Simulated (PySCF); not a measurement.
Geometry:
| atom | x (Å) | y (Å) | z (Å) |
| --- | --- | --- | --- |
| O1 | -1.615 | -1.140 | 0.205 |
| C2 | -1.245 | -0.006 | 0.172 |
| N3 | 0.066 | 0.423 | 0.015 |
| C4 | 1.210 | -0.346 | -0.148 |
| O5 | 1.262 | -1.537 | -0.186 |
| H6 | -1.928 | 0.860 | 0.267 |
| H7 | 0.205 | 1.422 | 0.020 |
| H8 | 2.102 | 0.304 | -0.242 |

PySCF calculation with B97-2/pcSseg-2 with gauge-including orbitals and geometry from PBE0-D3(BJ)/def2-TZVP; isolated molecule, relativity neglected, one computed conformer, one averaged value for each set of equivalent atoms.

Referencing at the same level of theory: $^{13}$C, $^{1}$H vs TMS; $^{17}$O against H2O; $^{15}$N against NH3.

| atoms | nucleus | count | δ (ppm) |
| --- | --- | --- | --- |
| H6/H8 | $^{1}$H | 2 | ? |
| N3 | $^{15}$N | 1 | 191.2 |
| H7 | $^{1}$H | 1 | 6.79 |
| O1/O5 | $^{17}$O | 2 | 496.6 |
| C2/C4 | $^{13}$C | 2 | ? |

Q: Complete the table.

A: 
- C2/C4: 158.9 ppm, amide carbonyl carbon; lone-pair donation from the attached heteroatom keeps it upfield of a ketone carbonyl
- H6/H8: 8.42 ppm, hydrogen on an amide carbonyl carbon

Exchangeable OH/NH protons stand at their gas-phase positions; hydrogen bonding in a real sample shifts them, mostly to higher δ. Shifts are as computed. Against solution values, carbons near 30 ppm lie about +3 ppm off and those near 130 ppm about +7 ppm. Of 1211 compounds with measured shifts, 218 miss one by over three times the rms of a fit or turn the order of signals round; such compounds aren't used in these exercises. Hydrogen bonding in solution shields acid and N–H amide carbonyl oxygens by tens of ppm. Hydrogen bonding in solution deshields acid and N–H amide carbonyl carbons by as much as 10 ppm beyond these values. Unscaled 17O shifts of doubly bonded oxygen tend to come out too high, by tens of ppm or more. Experimental scales use liquid or dissolved standards, which lie at an offset from isolated NH3 (liquid NH3: subtract about 20 ppm) and H2O (liquid H2O: subtract about 36 ppm). Unscaled 15N shifts of sp2 nitrogen come out 20 to 40 ppm too high even then.
